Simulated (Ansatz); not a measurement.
Input file:

```yaml
crystal:
  periodic: [false, false, false]
  atoms:
    - {symbol: Si, position_ang: [0.000000, 0.000000, 0.000000]}
    - {symbol: O, position_ang: [0.000000, 0.000000, 2.083000]}
basis:
  gaussian: {orbitals: def2-TZVP}
total_charge: 1
magnetization: {spin_polarized: false, initial_magnetization: 3}
correlation: {active_space: {ras: {orbitals: [3, 3, 56], electrons: 9, max_holes: 2, max_particles: 2}, fixed_orbitals: true}}
```

```sh
$ ansatz run in.yaml --threads 1 --pin off --events-out ev --progress --plain --max-ram 2393MiB
```

Question: Roughly how long does this take on 1 thread of Intel Xeon 6975P-C, shared host, and how much host memory?

Answer: 8 s wall and 0.18 GiB.

```
422 factors; integrals over basis functions are off by at most 8.7e-4 eV
mean field evaluation 1: about -9879.2787 eV, gradient 4.6e1 eV
mean field evaluation 2: about -9879.2865 eV, gradient 4.6e1 eV
mean field evaluation 4: about -9884.3356 eV, gradient 2.1e1 eV
mean field evaluation 8: about -9887.2998 eV, gradient 2.6e0 eV
mean field evaluation 16: about -9887.4521 eV, gradient 1.4e-2 eV
mean field evaluation 32: about -9887.9905 eV, gradient 3.1e0 eV
mean field evaluation 64: about -9885.7440 eV, gradient 3.1e-6 eV
mean field evaluation 96: about -9880.8625 eV, gradient 3.6e1 eV
mean field evaluation 128: about -9886.6534 eV, gradient 2.3e0 eV
mean field evaluation 160: about -9886.9549 eV, gradient 8.9e0 eV
mean field evaluation 192: about -9887.4520 eV, gradient 1.1e-1 eV
mean field evaluation 224: about -9888.0376 eV, gradient 1.2e-3 eV
mean field evaluation 256: about -9863.7612 eV, gradient 7.4e1 eV
mean field -9888.03762470 eV, -363.3786803552 hartree, gradient 1.1e-6 eV, S^2 3.750000; 18 other end points of the search recorded, 0 dependent functions left out
reference -9888.03762470 eV, -363.3786803552 hartree; 12, 9 occupied and 56, 59 virtual orbitals, 422 factors
state -9894.09863033 eV, -363.6014182039 hartree
Total energy: -9894.09863033 eV, -363.6014182039 hartree
```
